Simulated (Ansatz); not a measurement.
## HBMg, singlet in cc-pVDZ: errors against full CI

Geometry: a point of a stretch scan, not a stationary point.

```xyz
3

B     0.0000   -0.2173    1.5794
Mg    0.0000    0.0178   -0.8046
H     0.0000    1.9016    2.4612
```

Basis cc-pVDZ; Ansatz 0.2.0. Only valence electrons are correlated (noble-gas cores frozen), which leaves 6 electrons in 31 orbitals. R marks a restricted (for open shells ROHF) determinant, U an unrestricted one. Active spaces: valence = (6e, 9o) chosen from the atoms' valence shells; pair = (2e, 2o) about the gap. The metal's outer-core shells are frozen, which leaves out core–valence correlation.

Full CI is exact within this basis and frozen core; it isn't the basis-set limit. The frozen core follows each run's orbitals, which can shift R against U totals by a few meV.

Unrestricted rows (U) aren't spin-pure: their determinants' ⟨S²⟩ exceeds S(S+1) by up to 1.49, so they mix in states of higher spin.

RHF is unstable: UHF (⟨S²⟩ = 1.49) lies 1.33 eV below the lowest RHF solution. Higher spins weren't run at this geometry and may lie near or lower.

```
UHF ⟨S²⟩                          : 1.492
T1 diagnostic (RCCSD)             : 0.0491
largest doubles amplitude (RCCSD) : 0.235
```

```tsv
level	E − E(full CI) (kcal/mol)	share of correlation (%)	wall time
RHF	106.53	0.00	–
UHF	75.82	28.83	–
RMP2	35.94	66.27	–
UMP2	37.96	64.37	–
CISD	17.00	84.04	0.54 s
RCCSD	7.75	92.73	–
UCCSD*	10.19	90.44	–
RCCSD(T)	1.40	98.69	1.3 s
UCCSD(T)*	5.63	94.71	5.5 s
BCCD(T)	1.41	98.68	1.3 s
RCCSDT	0.24	99.78	–
UCCSDT	1.27	98.80	–
RCCSDT(Q)	-0.06	100.06	2.9 s
UCCSDT(Q)	0.41	99.61	14 s
CASSCF (pair space)	77.95	26.83	–
NEVPT2 (pair space)	25.87	75.71	0.6 s
MRCISD (pair space)	8.92	91.63	–
MRCISD+Q (pair space)	-2.80	102.63	0.78 s
CASSCF (valence space)	27.11	74.55	–
NEVPT2 (valence space)	7.18	93.26	3.2 s
MRCISD (valence space)	1.18	98.89	–
MRCISD+Q (valence space)	0.31	99.71	4.9 s
```

An asterisk marks runs whose energy the program itself flagged as in doubt.

The correlation energy at full CI, counted from RHF, is -4.620 eV. That run took 58 s on 1 thread of Intel Xeon, shared host over 10,116,793 determinants.

Times hold each run's SCF and search for its determinant on a shared host, so for small cases they say little of a method's own cost; they ran on 1 thread of Intel Xeon.

Not variational, and here over 5 meV under the exact energy: MRCISD+Q (pair space).

The full-CI state has the irrep A' of Cs, in the program's axes.

Natural occupations of full CI about the gap: 1.907 1.783 1.713 0.215 0.211 0.056 0.031 0.023 0.018 0.008; effectively unpaired electrons, Σ n²(2−n)², 0.73.
